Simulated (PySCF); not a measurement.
Compound: C3H4FN.
Numbering: `[CH3:1][C@@H:2]([F:3])[C:4]#[N:5]` (hydrogens: H6, H7, H8 on C1; H9 on C2)

The same species was optimised twice, with GFN2-xTB and with PBE0-D3(BJ)/def2-SVP (PySCF), and the same property calculations (PySCF, gas phase) were run on both structures.

```tsv
coordinate	GFN2-xTB	PBE0-D3(BJ)/def2-SVP	change
C2–C4 (Å)	1.455	1.473	+0.018
C4≡N5 (Å)	1.141	1.156	+0.015
C1–H8 (Å)	1.087	1.099	+0.012
C1–C2 (Å)	1.525	1.513	-0.012
C1–H6 (Å)	1.088	1.099	+0.011
C1–H7 (Å)	1.088	1.099	+0.011
C2–F3 (Å)	1.381	1.371	-0.010
C2–H9 (Å)	1.101	1.105	+0.004
F3–C2–H9 (°)	106.2	107.8	+1.6
C4–C2–H9 (°)	108.9	107.3	-1.6
C1–C2–H9 (°)	111.7	110.6	-1.1
C1–C2–C4 (°)	110.7	111.8	+1.1
C2–C1–H8 (°)	109.9	110.6	+0.7
H6–C1–H8 (°)	109.4	109.0	-0.4
F3–C2–C4 (°)	109.5	109.0	-0.5
C1–C2–F3 (°)	109.7	110.1	+0.4
```

Rotational constants: A = 8785, B = 4082, C = 3016 MHz (GFN2-xTB) against A = 8875, B = 4009, C = 2983 MHz (PBE0-D3(BJ)/def2-SVP). Point groups within 0.08 Å: C1 and C1.

On the GFN2-xTB structure: isotropic polarisability (au) 40.9 [CAM-B3LYP/def2-SVPD]; HOMO (eV) -11.33 [CAM-B3LYP/def2-SVPD]; LUMO (eV) 0.72 [CAM-B3LYP/def2-SVPD]; dipole (D) 3.64 [CAM-B3LYP/def2-SVPD].

**Question.** What do these properties become on the PBE0-D3(BJ)/def2-SVP structure?

**Answer.** 
```tsv
property	level	on GFN2-xTB	on PBE0-D3(BJ)/def2-SVP	change
isotropic polarisability (au)	CAM-B3LYP/def2-SVPD	40.9	41.3	+0.4
HOMO (eV)	CAM-B3LYP/def2-SVPD	-11.33	-11.26	+0.07
LUMO (eV)	CAM-B3LYP/def2-SVPD	0.72	0.72	0.00
dipole (D)	CAM-B3LYP/def2-SVPD	3.64	3.70	+0.06
energy, GFN2-xTB geometry as zero (kcal/mol)	CAM-B3LYP/def2-SVPD	0.0	-0.4	-0.4
```

The heavy atoms differ by 0.017 Å rms after alignment. Among all bonds C2–C4 changes most (+0.018 Å). Changes are differences of the printed values. Neither structure is proved a minimum here.
